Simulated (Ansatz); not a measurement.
Geometry optimisation, UKS PBE-D4/6-31G in Ansatz.

Input file:

```yaml
crystal:
  periodic: [false, false, false]
  atoms:
    - { symbol: Li, position_ang: [0.08864, -1.72945, 2.45139] }
    - { symbol: Si, position_ang: [-0.44792, -1.09613, 0.16942] }
    - { symbol: C, position_ang: [0.50075, 0.5747, 0.08636] }
    - { symbol: H, position_ang: [-0.37785, -1.49351, -1.26181] }
    - { symbol: H, position_ang: [0.76228, 0.8356, -0.94066] }
    - { symbol: H, position_ang: [-0.11304, 1.38904, 0.48292] }
    - { symbol: H, position_ang: [1.42486, 0.55818, 0.65917] }
magnetization:
  spin_polarized: true
  initial_magnetization: 1
basis:
  gaussian: { orbitals: "6-31G" }
hamiltonian:
  xc: pbe
  dispersion: d4
relax:
  f_tol: 0.015
  max_steps: 40
output:
  orbitals: {}
```

Launched with:

```bash
$ ansatz run input.yaml --threads 1 --pin off --max-ram 2048MiB --backend cpu --events-out ev --progress --plain --runs-dir out
```

Q: Where does it end, and by what steps?

A: The run converged. The force dipped under the threshold on the way, but the program's further checks kept it going. Limits of this set-up: no polarisation functions. After 22 steps the energy has fallen by 0.294 eV; H4 moved furthest, 0.75 Å.

```tsv
step	energy less start (eV)	largest force component (eV/Å)	accepted
0	0.0000	0.972	yes
1	-0.1571	0.338	yes
2	-0.2211	0.120	yes
3	-0.2538	0.106	yes
4	-0.2610	0.106	yes
5	-0.2652	0.059	yes
6	-0.2658	0.017	yes
7	-0.2628	0.187	no
8	-0.2663	0.010	yes
9	-0.2670	0.051	yes
10	-0.2619	0.458	no
11	-0.2698	0.053	yes
12	-0.2722	0.155	yes
13	-0.2748	0.271	yes
14	-0.2817	0.183	yes
15	-0.2850	0.313	yes
16	-0.2894	0.156	yes
17	-0.2930	0.035	yes
18	-0.2938	0.014	yes
19	-0.2941	0.027	yes
20	-0.2943	0.038	yes
21	-0.2944	0.023	yes
22	-0.2945	0.005	yes
```

```xyz
7
Properties=species:S:1:pos:R:3
Li 0.077 -2.465 2.324
Si -0.117 -1.056 0.407
C 0.610 0.719 0.001
H -0.984 -1.367 -0.835
H 1.196 0.690 -0.935
H -0.209 1.449 -0.130
H 1.266 1.068 0.815
```

Whether the end is a true minimum wasn't checked by a vibrational analysis.

Run time: 57 s on 1 thread of Arm Neoverse V1 (shared host), peak memory 0.19 GiB.
